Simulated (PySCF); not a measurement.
# How well do the runs reproduce experiment for diacetylene?

**What was measured.**

From NIST CCCBDB Release 22 (SRD 101), experimental polarizabilities, for the gas: mean polarisability 6.811 Å³.

The results are set against them at the end.

Compound: diacetylene, C4H2.
Atom-mapped SMILES: `[CH:1]#[C:2][C:3]#[CH:4]` (hydrogens: H5 on C1; H6 on C4)

Geometry (PBE0-D3(BJ)/def2-TZVP, Å), atoms numbered from 1 in this order:
```xyz
6
C4H2 angstrom
C      1.8391    0.4219    0.0243
C      0.6673    0.1496    0.0862
C     -0.6594   -0.1589    0.1563
C     -1.8309   -0.4326    0.2187
H      2.8743    0.6627   -0.0306
H     -2.8663   -0.6729    0.2734
```

The PySCF runs (gas phase, on this PBE0-D3(BJ)/def2-TZVP geometry; no spin–orbit coupling):

```tsv
level	job	basis functions	wall time
CAM-B3LYP/aug-cc-pVTZ	10 singlets by full TDDFT, 4 Tamm–Dancoff triplets, polarisability	230	27 s
PBE0/aug-cc-pVTZ	10 singlets by full TDDFT, 4 Tamm–Dancoff triplets, polarisability, dynamic polarisability	230	25 s
wB97X-D/aug-cc-pVTZ	10 singlets by full TDDFT, 4 Tamm–Dancoff triplets, polarisability, ΔSCF ions	230	44 s
```

Hardware: Arm Neoverse N1, one thread, shared host.

## Comparison

**Mean polarisability.** Measured: 6.811 Å³ (NIST CCCBDB Release 22 (SRD 101), experimental polarizabilities).

```json
{"level": "CAM-B3LYP/aug-cc-pVTZ", "computed (Å³)": "7.273", "computed − measured (Å³)": "+0.462", "% (from the printed values)": "+7"}
{"level": "PBE0/aug-cc-pVTZ", "computed (Å³)": "7.320", "computed − measured (Å³)": "+0.509", "% (from the printed values)": "+7"}
{"level": "wB97X-D/aug-cc-pVTZ", "computed (Å³)": "7.284", "computed − measured (Å³)": "+0.473", "% (from the printed values)": "+7"}
```

Closest is CAM-B3LYP/aug-cc-pVTZ (+0.462 Å³), furthest PBE0/aug-cc-pVTZ (+0.509 Å³); one molecule doesn't rank methods. All 3 levels lie above the measurement. The computed values are static and purely electronic, with core orbitals frozen in the response (1 au = 0.148185 Å³). The table of measured values doesn't say here whether a value is static or optical, or holds a vibrational part.

No measured geometry was used, and the causes of the misses weren't examined.
